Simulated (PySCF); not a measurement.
An unknown is described by computed data only.

Formula: C2H7NO.

| Property | Result |
| --- | --- |
| Dipole | 3.32 D [wB97X-D/def2-SVPD] |
| Rotational structure | rotational constants A, B, C: 14.365, 5.865, 4.731 GHz [PBE0-D3(BJ)/def2-SVP] |
| XPS | C1s 291.7, C1s 292.0, N1s 405.5, O1s 538.1 eV [ΔSCF SCAN, pcX-2 on the ionised atom, pcseg-1 elsewhere, spin-free X2C] |
| UV, first state | lowest singlet excitation: 6.92 eV (179 nm, f = 0.013) [TDDFT wB97X-D/def2-SVPD] |
| UV, strongest line | among the 10 lowest singlet transitions: S7 at 8.80 eV (141 nm, f = 0.086) [TDDFT wB97X-D/def2-SVPD] |
| 13C NMR | chemical shifts (computed TMS as zero) by class: 62.3 (1 C), 45.7 (1 C) ppm [GIAO PBE0/pcSseg-1] |
| Valence photoelectron | vertical ionisation energy: 9.81 eV [ΔSCF wB97X-D/def2-SVPD] |

Electronic properties: PySCF, gas phase, density fitting. Levels stand in brackets. One conformer (not necessarily the lowest) at the PBE0-D3(BJ)/def2-SVP geometry, without solvent, vibrations or thermal averaging. Each NMR value is the plain mean over a class of atoms that symmetry, rotation or inversion makes alike.

Problem. Propose a structure and show how it fits.

Solution. Numbering: `[NH2:1][CH2:2][CH2:3][OH:4]`. Its formula, C2H7NO, gives 0 degrees of unsaturation, so no ring and no π bond. 2 carbons fall into 2 classes; from least to most shielded: carbinol carbon (C–OH) [C3] (62.3 ppm), sp3 carbon bound to nitrogen [C2] (45.7 ppm). The core levels belong to: C1s 291.7 eV, sp3 carbon bound to nitrogen [C2]; C1s 292.0 eV, carbinol carbon (C–OH) [C3]; N1s 405.5 eV, primary amine nitrogen [N1]; O1s 538.1 eV, alcohol oxygen [O4]. The first electron is taken from the HOMO, whose largest Löwdin shares are 0.37 on the alcohol oxygen, 0.26 on the primary amine nitrogen, 0.10 on the carbinol carbon (C–OH) and 0.10 on the sp3 carbon bound to nitrogen. The optimised geometry has point group C1 and is an asymmetric top. Structure: ethanolamine, `NCCO`. The assignments are read from this structure; whether some other isomer fits the data as well wasn't checked.

The values belong to the conformer `[NH2:1][CH2:2][CH2:3][OH:4]`: N1–C2–C3–O4 51°, H–N1–C2–C3 -161°, H–N1–C2–C3 79°, H–O4–C3–C2 -35°.
